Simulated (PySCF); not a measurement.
## EPR parameters of Si2H5

Species: Si2H5 (doublet state).
Bonds: Si1–Si2. Hydrogens: H3, H4 on Si1; H5, H6, H7 on Si2.

The species is `[SiH2][SiH3]` [radical].

The calculation used PySCF 2.14.0, UKS B3LYP, pcH-1 on H Si, non-relativistic, mean-field spin-orbit, GIAO. Isolated species at its GFN2-xTB geometry, gas phase. The geometry wasn't refined by DFT: couplings that depend on bond lengths, twists or pyramidal angles can differ widely from those at the functional's own minimum, by a factor of two or more for some ions and for spin on atoms past the first row.

| Item | Value |
| --- | --- |
| g1, g2, g3 | 2.00204, 2.00456, 2.00651 |
| g_iso | 2.00437 |
| Form of g | rhombic: the two nearest values differ by 44 % of g3 − g1 |
| ⟨S²⟩ | 0.7526 (exact 0.7500) |
| HOMO–LUMO gap, α and β orbitals | 5.75, 5.77 eV |
| Total energy | -581.95788 Eh |

Isotropic coupling and dipolar principal values T1 to T3, in MHz:

```csv
atom,isotope,a_iso,of which spin–orbit,T1,T2,T3,Mulliken spin population
Si1,29Si,-307.2,1.0,-178.9,88.8,90.1,1.00
Si2,29Si,-9.5,0.0,-4.7,0.1,4.6,0.00
H3,1H,-10.6,0.0,-10.8,2.4,8.5,-0.02
H4,1H,-10.7,0.0,-10.8,2.4,8.5,-0.02
H5,1H,2.6,0.0,-2.6,-1.2,3.9,0.00
H6,1H,2.4,0.0,-2.6,-1.2,3.9,0.00
H7,1H,88.8,0.0,-2.4,-0.2,2.6,0.05
```

The largest Mulliken spin population is on Si1 (+1.00). The angles at Si1 add up to 347.1°, so it is slightly pyramidal.

Axes: g2 points within 9° of the Si1–Si2 bond.

Under fast tumbling the dipolar parts average out, and these isotropic splittings remain: 3 × 1H (H5/H6/H7, I = 1/2, 4 lines) with 1.12 mT and 2 × 1H (H3/H4, I = 1/2, 3 lines) with 0.38 mT.

Means are taken over nuclei equivalent by connectivity, which assumes that they swap fast. The three 1H nuclei of mean +31.3 MHz run from 2.4 to 88.8 MHz in the frozen geometry.

The 29Si coupling of Si1 (-307.2 MHz) shows only in satellite lines or after enrichment, since that isotope makes up about 4.7 % of natural silicon.

β density exceeds α density at some nuclei, such as H3/H4 (-0.0024), spin density in bohr⁻³. In a single determinant that takes different orbitals for the two spins, that is spin polarisation.
